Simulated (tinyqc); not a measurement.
Inside a calculation (part 1 of 2). Method: MP2 on RHF in the sto-6g basis, frozen core, for BH3, spin multiplicity 1. Computed by tinyqc, a small Python program that keeps every step (integrals from PySCF). Settings: charge = 0, multiplicity = 1, basis = sto-6g, method = RHF, frozen orbitals = 1, energy threshold = 1e-10, iteration cap = 76, orthogonalisation = canonical, start = core, DIIS depth = 6. Command: `OMP_NUM_THREADS=1 python tinyqc.py 31736 31737 out.jsonl` (the two numbers bound the seeds that draw the settings). One thread of a shared host (Intel(R) Xeon(R) Processor @ 2.60GHz), about 0.2 s of CPU time with the checks. The early iterations of the SCF are left out here.

## One-electron integrals

Geometry (angstrom):

| atom | x | y | z |
|---|---|---|---|
| B | 0.00000 | 0.00000 | 0.01000 |
| H | 1.25600 | 0.00000 | 0.00000 |
| H | -0.62800 | 1.08700 | 0.00000 |
| H | -0.62800 | -1.08700 | 0.00000 |

Basis sto-6g: exponents (1/bohr^2) and contraction coefficients of normalised primitives:

| element | l (shell) | exponent | coefficient |
|---|---|---|---|
| B | s (1) | 506.01115 | 0.00916 |
| B | s (1) | 92.77681 | 0.04936 |
| B | s (1) | 25.95566 | 0.16854 |
| B | s (1) | 8.91645 | 0.37056 |
| B | s (1) | 3.46251 | 0.41649 |
| B | s (1) | 1.42605 | 0.13033 |
| B | s (2) | 23.19458 | -0.01325 |
| B | s (2) | 4.59081 | -0.04699 |
| B | s (2) | 1.42682 | -0.03379 |
| B | s (2) | 0.54895 | 0.25024 |
| B | s (2) | 0.23841 | 0.59512 |
| B | s (2) | 0.10928 | 0.24071 |
| B | p (3) | 23.19458 | 0.00376 |
| B | p (3) | 4.59081 | 0.03768 |
| B | p (3) | 1.42682 | 0.17390 |
| B | p (3) | 0.54895 | 0.41804 |
| B | p (3) | 0.23841 | 0.42586 |
| B | p (3) | 0.10928 | 0.10171 |
| H | s (1) | 35.52322 | 0.00916 |
| H | s (1) | 6.51314 | 0.04936 |
| H | s (1) | 1.82214 | 0.16854 |
| H | s (1) | 0.62596 | 0.37056 |
| H | s (1) | 0.24308 | 0.41649 |
| H | s (1) | 0.10011 | 0.13033 |

Overlap, kinetic and nuclear-attraction integrals over the contracted functions; the nuclear repulsion is the sum of Za Zb / Rab.

nuclear repulsion = 7.0516975 hartree

overlap S:
```
          1B 1s    1B 2s    1B 2px    1B 2py    1B 2pz     2H 1s     3H 1s     4H 1s
1B 1s   1.00000  0.26489   0.00000   0.00000   0.00000   0.05954   0.05963   0.05963
1B 2s   0.26489  1.00000   0.00000   0.00000   0.00000   0.44271   0.44302   0.44302
1B 2px  0.00000  0.00000   1.00000   0.00000   0.00000   0.46537  -0.23291  -0.23291
1B 2py  0.00000  0.00000   0.00000   1.00000   0.00000   0.00000   0.40315  -0.40315
1B 2pz  0.00000  0.00000   0.00000   0.00000   1.00000  -0.00371  -0.00371  -0.00371
2H 1s   0.05954  0.44271   0.46537   0.00000  -0.00371   1.00000   0.09024   0.09024
3H 1s   0.05963  0.44302  -0.23291   0.40315  -0.00371   0.09024   1.00000   0.09040
4H 1s   0.05963  0.44302  -0.23291  -0.40315  -0.00371   0.09024   0.09040   1.00000
```

kinetic energy T (hartree):
```
           1B 1s     1B 2s    1B 2px    1B 2py    1B 2pz     2H 1s     3H 1s     4H 1s
1B 1s   10.94724  -0.33388   0.00000   0.00000   0.00000  -0.01145  -0.01144  -0.01144
1B 2s   -0.33388   0.37450   0.00000   0.00000   0.00000   0.07248   0.07263   0.07263
1B 2px   0.00000   0.00000   1.12503   0.00000   0.00000   0.20003  -0.10021  -0.10021
1B 2py   0.00000   0.00000   0.00000   1.12503   0.00000   0.00000   0.17344  -0.17344
1B 2pz   0.00000   0.00000   0.00000   0.00000   1.12503  -0.00159  -0.00160  -0.00160
2H 1s   -0.01145   0.07248   0.20003   0.00000  -0.00159   0.76852  -0.01210  -0.01210
3H 1s   -0.01144   0.07263  -0.10021   0.17344  -0.00160  -0.01210   0.76852  -0.01210
4H 1s   -0.01144   0.07263  -0.10021  -0.17344  -0.00160  -0.01210  -0.01210   0.76852
```

nuclear attraction V (hartree):
```
            1B 1s     1B 2s    1B 2px    1B 2py    1B 2pz     2H 1s     3H 1s     4H 1s
1B 1s   -24.65606  -3.07910   0.00003   0.00000   0.00042  -0.76142  -0.76253  -0.76253
1B 2s    -3.07910  -4.97962   0.00018   0.00000   0.00358  -1.90642  -1.90819  -1.90819
1B 2px    0.00003   0.00018  -5.03446   0.00000   0.00000  -1.89626   0.94934   0.94934
1B 2py    0.00000   0.00000   0.00000  -5.03445   0.00000   0.00000  -1.64313   1.64313
1B 2pz    0.00042   0.00358   0.00000   0.00000  -4.86948   0.01577   0.01579   0.01579
2H 1s    -0.76142  -1.90642  -1.89626   0.00000   0.01577  -3.80948  -0.37139  -0.37139
3H 1s    -0.76253  -1.90819   0.94934  -1.64313   0.01579  -0.37139  -3.81059  -0.37207
4H 1s    -0.76253  -1.90819   0.94934   1.64313   0.01579  -0.37139  -0.37207  -3.81059
```

core Hamiltonian H = T + V (hartree):
```
            1B 1s     1B 2s    1B 2px    1B 2py    1B 2pz     2H 1s     3H 1s     4H 1s
1B 1s   -13.70882  -3.41298   0.00003   0.00000   0.00042  -0.77287  -0.77398  -0.77398
1B 2s    -3.41298  -4.60512   0.00018   0.00000   0.00358  -1.83394  -1.83556  -1.83556
1B 2px    0.00003   0.00018  -3.90944   0.00000   0.00000  -1.69623   0.84913   0.84913
1B 2py    0.00000   0.00000   0.00000  -3.90943   0.00000   0.00000  -1.46968   1.46968
1B 2pz    0.00042   0.00358   0.00000   0.00000  -3.74446   0.01418   0.01419   0.01419
2H 1s    -0.77287  -1.83394  -1.69623   0.00000   0.01418  -3.04096  -0.38348  -0.38348
3H 1s    -0.77398  -1.83556   0.84913  -1.46968   0.01419  -0.38348  -3.04207  -0.38417
4H 1s    -0.77398  -1.83556   0.84913   1.46968   0.01419  -0.38348  -0.38417  -3.04207
```

## Two-electron integrals

Functions are numbered as in S; the eight-fold symmetry (ij|kl) = (ji|kl) = (kl|ij) leaves the list below.

Two-electron integrals (ij|kl) in chemists' order, unique and non-zero (hartree):
```
(11|11) 2.92499     (21|11) 0.48076     (21|21) 0.09948     (22|11) 0.74345
(22|21) 0.18897     (22|22) 0.54492     (31|31) 0.02110     (32|31) 0.03085
(32|32) 0.12044     (33|11) 0.74345     (33|21) 0.18897     (33|22) 0.54492
(33|33) 0.58711     (41|41) 0.02110     (42|41) 0.03085     (42|42) 0.12044
(43|43) 0.03164     (44|11) 0.74345     (44|21) 0.18897     (44|22) 0.54492
(44|33) 0.52383     (44|44) 0.58711     (51|51) 0.02110     (52|51) 0.03085
(52|52) 0.12044     (53|53) 0.03164     (54|54) 0.03164     (55|11) 0.74345
(55|21) 0.18897     (55|22) 0.54492     (55|33) 0.52383     (55|44) 0.52383
(55|55) 0.58711     (61|11) 0.11217     (61|21) 0.02247     (61|22) 0.04229
(61|31) 0.00176     (61|32) 0.00335     (61|33) 0.04275     (61|44) 0.04206
(61|51) -1.41e-05   (61|52) -2.67e-05   (61|53) -5.51e-06   (61|55) 0.04206
(61|61) 0.00527     (62|11) 0.25883     (62|21) 0.06685     (62|22) 0.21092
(62|31) 0.00782     (62|32) 0.04539     (62|33) 0.22270     (62|44) 0.20503
(62|51) -0.00006    (62|52) -0.00036    (62|53) -0.00014    (62|55) 0.20503
(62|61) 0.01601     (62|62) 0.11155     (63|11) 0.24079     (63|21) 0.06309
(63|22) 0.20967     (63|31) 0.01346     (63|32) 0.07321     (63|33) 0.23177
(63|44) 0.19862     (63|51) -0.00005    (63|52) -0.00033    (63|53) -0.00020
(63|55) 0.19862     (63|61) 0.01592     (63|62) 0.12986     (63|63) 0.16053
(64|41) 0.00714     (64|42) 0.03210     (64|43) 0.00858     (64|54) -0.00007
(64|64) 0.01251     (65|11) -0.00192    (65|21) -0.00050    (65|22) -0.00167
(65|31) -0.00005    (65|32) -0.00033    (65|33) -0.00171    (65|44) -0.00158
(65|51) 0.00714     (65|52) 0.03210     (65|53) 0.00858     (65|55) -0.00172
(65|61) -0.00013    (65|62) -0.00103    (65|63) -0.00118    (65|65) 0.01252
(66|11) 0.41617     (66|21) 0.10977     (66|22) 0.39011     (66|31) 0.01588
(66|32) 0.12062     (66|33) 0.43639     (66|44) 0.36698     (66|51) -0.00013
(66|52) -0.00096    (66|53) -0.00055    (66|55) 0.36698     (66|61) 0.02697
(66|62) 0.26186     (66|63) 0.33180     (66|65) -0.00264    (66|66) 0.77500
(71|11) 0.11233     (71|21) 0.02251     (71|22) 0.04235     (71|31) -0.00088
(71|32) -0.00168    (71|33) 0.04229     (71|41) 0.00153     (71|42) 0.00291
(71|43) -0.00030    (71|44) 0.04263     (71|51) -1.41e-05   (71|52) -2.68e-05
(71|53) 2.76e-06    (71|54) -4.78e-06   (71|55) 0.04212     (71|61) 0.00503
(71|62) 0.01453     (71|63) 0.01337     (71|64) 0.00063     (71|65) -0.00012
(71|66) 0.02368     (71|71) 0.00528     (72|11) 0.25907     (72|21) 0.06691
(72|22) 0.21110     (72|31) -0.00392    (72|32) -0.02272    (72|33) 0.20964
(72|41) 0.00678     (72|42) 0.03933     (72|43) -0.00766    (72|44) 0.21847
(72|51) -0.00006    (72|52) -0.00036    (72|53) 0.00007     (72|54) -0.00012
(72|55) 0.20521     (72|61) 0.01453     (72|62) 0.07424     (72|63) 0.06902
(72|64) 0.00888     (72|65) -0.00067    (72|66) 0.13344     (72|71) 0.01605
(72|72) 0.11172     (73|11) -0.12055    (73|21) -0.03158    (73|22) -0.10496
(73|31) 0.00873     (73|32) 0.04243     (73|33) -0.11002    (73|41) -0.00274
(73|42) -0.01782    (73|43) 0.01090     (73|44) -0.10543    (73|51) 2.52e-05
(73|52) 0.00016     (73|53) -0.00010    (73|54) 0.00006     (73|55) -0.09943
(73|61) -0.00614    (73|62) -0.02683    (73|63) -0.01861    (73|64) -0.00225
(73|65) 0.00024     (73|66) -0.04183    (73|71) -0.00798    (73|72) -0.06505
(73|73) 0.04961     (74|11) 0.20865     (74|21) 0.05467     (74|22) 0.18167
(74|31) -0.00274    (74|32) -0.01782    (74|33) 0.17556     (74|41) 0.01189
(74|42) 0.06297     (74|43) -0.01030    (74|44) 0.19735     (74|51) -4.37e-05
(74|52) -0.00028    (74|53) 0.00006     (74|54) -0.00016    (74|55) 0.17209
(74|61) 0.01189     (74|62) 0.06419     (74|63) 0.05950     (74|64) 0.01446
(74|65) -0.00057    (74|66) 0.11574     (74|71) 0.01381     (74|72) 0.11259
(74|73) -0.06419    (74|74) 0.12363     (75|11) -0.00192    (75|21) -0.00050
(75|22) -0.00167    (75|31) 2.52e-05    (75|32) 0.00016     (75|33) -0.00162
(75|41) -4.37e-05   (75|42) -0.00028    (75|43) 0.00006     (75|44) -0.00168
(75|51) 0.00715     (75|52) 0.03214     (75|53) -0.00429    (75|54) 0.00743
(75|55) -0.00172    (75|61) -0.00012    (75|62) -0.00067    (75|63) -0.00061
(75|64) -0.00008    (75|65) 0.00756     (75|66) -0.00126    (75|71) -0.00013
(75|72) -0.00104    (75|73) 0.00059     (75|74) -0.00102    (75|75) 0.01254
(76|11) 0.05041     (76|21) 0.01301     (76|22) 0.04158     (76|31) 0.00064
(76|32) 0.00375     (76|33) 0.04199     (76|41) 0.00111     (76|42) 0.00649
(76|43) 0.00033     (76|44) 0.04237     (76|51) -2.04e-05   (76|52) -0.00012
(76|53) -1.73e-05   (76|54) -2.99e-05   (76|55) 0.04039     (76|61) 0.00300
(76|62) 0.01881     (76|63) 0.02030     (76|64) 0.00203     (76|65) -0.00019
(76|66) 0.04006     (76|71) 0.00300     (76|72) 0.01882     (76|73) -0.00840
(76|74) 0.01860     (76|75) -0.00019    (76|76) 0.00399     (77|11) 0.41637
(77|21) 0.10983     (77|22) 0.39025     (77|31) -0.00795    (77|32) -0.06037
(77|33) 0.38448     (77|41) 0.01376     (77|42) 0.10449     (77|43) -0.03008
(77|44) 0.41917     (77|51) -0.00013    (77|52) -0.00096    (77|53) 0.00028
(77|54) -0.00048    (77|55) 0.36711     (77|61) 0.02366     (77|62) 0.13337
(77|63) 0.12110     (77|64) 0.02167     (77|65) -0.00126    (77|66) 0.24284
(77|71) 0.02703     (77|72) 0.26208     (77|73) -0.16610    (77|74) 0.28750
(77|75) -0.00264    (77|76) 0.04006     (77|77) 0.77500     (81|11) 0.11233
(81|21) 0.02251     (81|22) 0.04235     (81|31) -0.00088    (81|32) -0.00168
(81|33) 0.04229     (81|41) -0.00153    (81|42) -0.00291    (81|43) 0.00030
(81|44) 0.04263     (81|51) -1.41e-05   (81|52) -2.68e-05   (81|53) 2.76e-06
(81|54) 4.78e-06    (81|55) 0.04212     (81|61) 0.00503     (81|62) 0.01453
(81|63) 0.01337     (81|64) -0.00063    (81|65) -0.00012    (81|66) 0.02368
(81|71) 0.00504     (81|72) 0.01455     (81|73) -0.00724    (81|74) 0.01127
(81|75) -0.00012    (81|76) 0.00278     (81|77) 0.02369     (81|81) 0.00528
(82|11) 0.25907     (82|21) 0.06691     (82|22) 0.21110     (82|31) -0.00392
(82|32) -0.02272    (82|33) 0.20964     (82|41) -0.00678    (82|42) -0.03933
(82|43) 0.00766     (82|44) 0.21847     (82|51) -0.00006    (82|52) -0.00036
(82|53) 0.00007     (82|54) 0.00012     (82|55) 0.20521     (82|61) 0.01453
(82|62) 0.07424     (82|63) 0.06902     (82|64) -0.00888    (82|65) -0.00067
(82|66) 0.13344     (82|71) 0.01455     (82|72) 0.07431     (82|73) -0.04226
(82|74) 0.05536     (82|75) -0.00067    (82|76) 0.01377     (82|77) 0.13351
(82|81) 0.01605     (82|82) 0.11172     (83|11) -0.12055    (83|21) -0.03158
(83|22) -0.10496    (83|31) 0.00873     (83|32) 0.04243     (83|33) -0.11002
(83|41) 0.00274     (83|42) 0.01782     (83|43) -0.01090    (83|44) -0.10543
(83|51) 2.52e-05    (83|52) 0.00016     (83|53) -0.00010    (83|54) -0.00006
(83|55) -0.09943    (83|61) -0.00614    (83|62) -0.02683    (83|63) -0.01861
(83|64) 0.00225     (83|65) 0.00024     (83|66) -0.04183    (83|71) -0.00724
(83|72) -0.04226    (83|73) 0.03105     (83|74) -0.03091    (83|75) 0.00037
(83|76) -0.00616    (83|77) -0.07943    (83|81) -0.00798    (83|82) -0.06505
(83|83) 0.04961     (84|11) -0.20865    (84|21) -0.05467    (84|22) -0.18167
(84|31) 0.00274     (84|32) 0.01782     (84|33) -0.17556    (84|41) 0.01189
(84|42) 0.06297     (84|43) -0.01030    (84|44) -0.19735    (84|51) 4.37e-05
(84|52) 0.00028     (84|53) -0.00006    (84|54) -0.00016    (84|55) -0.17209
(84|61) -0.01189    (84|62) -0.06419    (84|63) -0.05950    (84|64) 0.01446
(84|65) 0.00057     (84|66) -0.11574    (84|71) -0.01127    (84|72) -0.05536
(84|73) 0.03091     (84|74) -0.03513    (84|75) 0.00049     (84|76) -0.01066
(84|77) -0.09409    (84|81) -0.01381    (84|82) -0.11259    (84|83) 0.06419
(84|84) 0.12363     (85|11) -0.00192    (85|21) -0.00050    (85|22) -0.00167
(85|31) 2.52e-05    (85|32) 0.00016     (85|33) -0.00162    (85|41) 4.37e-05
(85|42) 0.00028     (85|43) -0.00006    (85|44) -0.00168    (85|51) 0.00715
(85|52) 0.03214     (85|53) -0.00429    (85|54) -0.00743    (85|55) -0.00172
(85|61) -0.00012    (85|62) -0.00067    (85|63) -0.00061    (85|64) 0.00008
(85|65) 0.00756     (85|66) -0.00126    (85|71) -0.00012    (85|72) -0.00067
(85|73) 0.00037     (85|74) -0.00049    (85|75) 0.00757     (85|76) -0.00014
(85|77) -0.00126    (85|81) -0.00013    (85|82) -0.00104    (85|83) 0.00059
(85|84) 0.00102     (85|85) 0.01254     (86|11) 0.05041     (86|21) 0.01301
(86|22) 0.04158     (86|31) 0.00064     (86|32) 0.00375     (86|33) 0.04199
(86|41) -0.00111    (86|42) -0.00649    (86|43) -0.00033    (86|44) 0.04237
(86|51) -2.04e-05   (86|52) -0.00012    (86|53) -1.73e-05   (86|54) 2.99e-05
(86|55) 0.04039     (86|61) 0.00300     (86|62) 0.01881     (86|63) 0.02030
(86|64) -0.00203    (86|65) -0.00019    (86|66) 0.04006     (86|71) 0.00278
(86|72) 0.01377     (86|73) -0.00616    (86|74) 0.01066     (86|75) -0.00014
(86|76) 0.00310     (86|77) 0.02433     (86|81) 0.00300     (86|82) 0.01882
(86|83) -0.00840    (86|84) -0.01860    (86|85) -0.00019    (86|86) 0.00399
(87|11) 0.05050     (87|21) 0.01303     (87|22) 0.04166     (87|31) -0.00128
(87|32) -0.00752    (87|33) 0.04264     (87|44) 0.04188     (87|51) -2.04e-05
(87|52) -0.00012    (87|53) 3.47e-05    (87|55) 0.04046     (87|61) 0.00278
(87|62) 0.01379     (87|63) 0.01233     (87|65) -0.00014    (87|66) 0.02436
(87|71) 0.00301     (87|72) 0.01886     (87|73) -0.01195    (87|74) 0.01660
(87|75) -0.00019    (87|76) 0.00311     (87|77) 0.04014     (87|81) 0.00301
(87|82) 0.01886     (87|83) -0.01195    (87|84) -0.01660    (87|85) -0.00019
(87|86) 0.00311     (87|87) 0.00401     (88|11) 0.41637     (88|21) 0.10983
(88|22) 0.39025     (88|31) -0.00795    (88|32) -0.06037    (88|33) 0.38448
(88|41) -0.01376    (88|42) -0.10449    (88|43) 0.03008     (88|44) 0.41917
(88|51) -0.00013    (88|52) -0.00096    (88|53) 0.00028     (88|54) 0.00048
(88|55) 0.36711     (88|61) 0.02366     (88|62) 0.13337     (88|63) 0.12110
(88|64) -0.02167    (88|65) -0.00126    (88|66) 0.24284     (88|71) 0.02369
(88|72) 0.13351     (88|73) -0.07943    (88|74) 0.09409     (88|75) -0.00126
(88|76) 0.02433     (88|77) 0.24296     (88|81) 0.02703     (88|82) 0.26208
(88|83) -0.16610    (88|84) -0.28750    (88|85) -0.00264    (88|86) 0.04006
(88|87) 0.04014     (88|88) 0.77500
```

## Orthogonalisation

S = U s U^T; canonical form X = U s^(-1/2), so that X^T S X = 1. Each column of U has its largest component positive (the first on a tie).

eigenvalues of S: 0.29271  0.38287  0.38298  0.95549  1.00010  1.52673  1.52684  1.93229

X:
```
               1         2         3         4         5         6         7         8
1B 1s   -0.35199   0.00000  -0.00095   0.96603   0.04441   0.00000   0.00021   0.19045
1B 2s    1.39298   0.00000   0.00281  -0.03308   0.00599   0.00000   0.00041   0.47226
1B 2px  -0.00295   0.00000   1.09664   0.00005   0.00000   0.00000   0.59438  -0.00038
1B 2py   0.00000   1.09668   0.00000   0.00000   0.00000   0.59446   0.00000   0.00000
1B 2pz  -0.01056   0.00000  -0.00002  -0.04785   0.99883   0.00000   0.00000  -0.00350
2H 1s   -0.66876   0.00000  -0.97035  -0.19160  -0.00886   0.00000   0.44867   0.29307
3H 1s   -0.67259  -0.83938   0.48316  -0.19141  -0.00885   0.38834  -0.22400   0.29353
4H 1s   -0.67259   0.83938   0.48316  -0.19141  -0.00885  -0.38834  -0.22400   0.29353
```

## Iteration 7 (converged): orbitals

converged F (hartree):
```
           1B 1s     1B 2s    1B 2px    1B 2py    1B 2pz     2H 1s     3H 1s     4H 1s
1B 1s   -7.52642  -2.11264   0.00001   0.00000  -0.00018  -0.48105  -0.48173  -0.48173
1B 2s   -2.11264  -1.03285   0.00016   0.00000   0.00226  -0.52125  -0.52164  -0.52164
1B 2px   0.00001   0.00016  -0.17243   0.00000   0.00000  -0.38395   0.19214   0.19214
1B 2py   0.00000   0.00000   0.00000  -0.17250   0.00000   0.00000  -0.33259   0.33259
1B 2pz  -0.00018   0.00226   0.00000   0.00000   0.23733   0.00228   0.00229   0.00229
2H 1s   -0.48105  -0.52125  -0.38395   0.00000   0.00228  -0.36659  -0.12798  -0.12798
3H 1s   -0.48173  -0.52164   0.19214  -0.33259   0.00229  -0.12798  -0.36696  -0.12820
4H 1s   -0.48173  -0.52164   0.19214   0.33259   0.00229  -0.12798  -0.12820  -0.36696
```

Diagonalise F' = X^T F X, C = X C', fill 4 alpha and 4 beta electrons from the bottom; D = 2 C_occ C_occ^T. Each column has its largest component positive (the first on a tie).

F' = X^T F X (hartree):
```
          1        2         3         4         5         6         7         8
1   0.53636  0.00000  -0.00081   0.72127   0.03195   0.00000  -0.00006   0.17432
2   0.00000  0.68074   0.00000   0.00000   0.00000   0.09181   0.00000   0.00000
3  -0.00081  0.00000   0.68065   0.00258   0.00012   0.00000   0.09176   0.00068
4   0.72127  0.00000   0.00258  -6.44312  -0.32192   0.00000  -0.00212  -2.41424
5   0.03195  0.00000   0.00012  -0.32192   0.22181   0.00000  -0.00010  -0.11883
6   0.00000  0.09181   0.00000   0.00000   0.00000  -0.44009   0.00000   0.00000
7  -0.00006  0.00000   0.09176  -0.00212  -0.00010   0.00000  -0.44007  -0.00089
8   0.17432  0.00000   0.00068  -2.41424  -0.11883   0.00000  -0.00089  -1.63918
```

orbital energies (hartree): MO1 -7.52879, MO2 -0.64641, MO3 -0.44756, MO4 -0.44753, MO5 0.23731, MO6 0.61375, MO7 0.68812, MO8 0.68821

coefficients C:
```
             MO1       MO2       MO3       MO4       MO5       MO6       MO7       MO8
1B 1s    0.99438  -0.21671   0.00000  -0.00011  -0.00332  -0.24409   0.00125   0.00000
1B 2s    0.02328   0.57565   0.00000   0.00044   0.01547   1.35365  -0.00738   0.00000
1B 2px   0.00000  -0.00027   0.00000   0.50352   0.00000   0.00546   1.14120   0.00000
1B 2py   0.00000   0.00000   0.50355   0.00000   0.00000   0.00000   0.00000   1.14128
1B 2pz  -0.00002  -0.00141   0.00000   0.00000   0.99988  -0.01732   0.00009   0.00000
2H 1s   -0.00398   0.28072   0.00000   0.52571  -0.00541  -0.70765  -0.92565   0.00000
3H 1s   -0.00398   0.28113   0.45514  -0.26258  -0.00540  -0.70093   0.46854  -0.80512
4H 1s   -0.00398   0.28113  -0.45514  -0.26258  -0.00540  -0.70093   0.46854   0.80512
```

D after iteration 7:
```
           1B 1s     1B 2s    1B 2px    1B 2py    1B 2pz     2H 1s     3H 1s     4H 1s
1B 1s    2.07152  -0.20320   0.00000   0.00000   0.00056  -0.12970  -0.12971  -0.12971
1B 2s   -0.20320   0.66382   0.00013   0.00000  -0.00162   0.32347   0.32325   0.32325
1B 2px   0.00000   0.00013   0.50707   0.00000   0.00000   0.52926  -0.26459  -0.26459
1B 2py   0.00000   0.00000   0.00000   0.50713   0.00000   0.00000   0.45837  -0.45837
1B 2pz   0.00056  -0.00162   0.00000   0.00000   0.00000  -0.00079  -0.00079  -0.00079
2H 1s   -0.12970   0.32347   0.52926   0.00000  -0.00079   0.71038  -0.11821  -0.11821
3H 1s   -0.12971   0.32325  -0.26459   0.45837  -0.00079  -0.11821   0.71030  -0.11830
4H 1s   -0.12971   0.32325  -0.26459  -0.45837  -0.00079  -0.11821  -0.11830   0.71030
```
